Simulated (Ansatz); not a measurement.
Reaction: C2H8N2 (SMILES NCCN) → 2 CH4N (SMILES [CH2]N, doublet) (the C-C bond breaks)
Each species at its own B3LYP-D3(BJ)/def2-TZVP minimum (Ansatz, an electronic-structure program), one conformer.

Quantity: bond dissociation energy (electronic), in kJ/mol. Radicals and triplets start from unrestricted determinants; spin-orbit coupling is neglected. CBS(X,Y): correlation extrapolated as X^-3, Hartree-Fock from the larger set. A bracket is a step between two methods taken in the basis named. Functionals run without relativity, which enters their misses. Double hybrids freeze cores in their MP2 part. 'core' is core correlation in cc-pwCVTZ, 'X2C' scalar relativity in cc-pVTZ-DK, both at CCSD(T).

CCSD(T)/CBS(cc-pVTZ,cc-pVQZ) + [CCSDT(Q) - CCSD(T)]/cc-pVDZ + core + X2C (Ansatz) gives 337.5 kJ/mol.

Task: What does PBE/def2-TZVPD (Ansatz) give here, and how do the other levels compare?

Result: PBE gives 302.0 kJ/mol, 35.5 kJ/mol below it. Differences of the others: B3LYP/def2-TZVPD (Ansatz) -49.3; B2PLYP/def2-TZVPD (Ansatz) -28.7; CCSD(T)/CBS(cc-pVTZ,cc-pVQZ) + core + X2C (Ansatz) 0.6 kJ/mol. Nearer than PBE: B2PLYP/def2-TZVPD, CCSD(T)/CBS(cc-pVTZ,cc-pVQZ) + core + X2C.
